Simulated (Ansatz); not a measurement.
A nudged elastic band was laid between two geometries of CH₅N₂ (8 atoms, charge 1, multiplicity 1).

The calculation used Ansatz 0.2.0, RKS r2SCAN-D4/def2-SVP.

```json
{"movable images": "9", "climbing image": "yes", "spring": "5.0 eV/Å²", "optimiser": "quadratic models (default)", "start path": "IDPP", "force threshold": "0.03 eV/Å", "iteration limit": "60", "end points": "relaxed"}
```

First end point:

```xyz
8
Properties=species:S:1:pos:R:3
N -0.787 0.569 -1.334
C -0.173 0.710 -0.271
N 0.365 -0.444 0.612
H -0.979 -0.369 -1.701
H 0.074 1.677 0.191
H 1.389 -0.368 0.728
H 0.159 -1.373 0.216
H -0.048 -0.402 1.558
```

Last end point:

```xyz
8
Properties=species:S:1:pos:R:3
N -1.214 0.791 -0.790
C -0.037 0.640 -0.444
N 0.493 -0.510 0.450
H -1.932 0.126 -0.485
H 0.793 1.304 -0.725
H 0.930 -0.135 1.307
H 1.220 -1.052 -0.045
H -0.252 -1.163 0.733
```

(1) What changes between the two ends?

(2) What energy profile does the band end with?

(3) What is the geometry of the highest image?

(4) What are the harmonic wavenumbers there?

## Answers

(1) No bond is made or broken. The dihedral N1–C2–N3–H8 goes from -121 to 0°. The two ends are copies of one structure, up to a mirror image or an exchange of like atoms.

(2) The forces met the threshold. The highest image is number 5 of 0 to 10, 3.6 kJ/mol above the ends, which have the same energy within 2 meV. A vibrational analysis at the climbing image gives one clearly imaginary mode, 145i cm⁻¹: a first-order saddle point. Limits of this set-up: the dipole of an ion depends on the origin.

| image | path coordinate (Å) | energy (kJ/mol) | dihedral N1–C2–N3–H8 (°) |
| --- | --- | --- | --- |
| 0 | 0.00 | 0.0 | -121 |
| 1 | 0.28 | 0.4 | -108 |
| 2 | 0.56 | 1.3 | -96 |
| 3 | 0.84 | 2.4 | -84 |
| 4 | 1.12 | 3.3 | -72 |
| 5 | 1.40 | 3.6 | -60 |
| 6 | 1.68 | 3.3 | -48 |
| 7 | 1.96 | 2.4 | -36 |
| 8 | 2.24 | 1.3 | -24 |
| 9 | 2.52 | 0.3 | -12 |
| 10 | 2.80 | 0.0 | 0 |

(3) 
```xyz
8
Properties=species:S:1:pos:R:3
N -1.096 0.653 -1.041
C -0.066 0.703 -0.362
N 0.463 -0.470 0.527
H -1.671 -0.195 -1.051
H 0.608 1.568 -0.293
H 1.336 -0.217 1.014
H 0.656 -1.309 -0.041
H -0.229 -0.732 1.247
```

(4) 145i, 451, 682, 703, 921, 1007, 1059, 1064, 1357, 1430, 1595, 1612, 1817, 3185, 3365, 3475, 3479, 3524 cm⁻¹.

Time of the run: 2.5 min on 1 thread of Arm Neoverse V1, with other jobs on the host, peak memory 0.12 GiB.
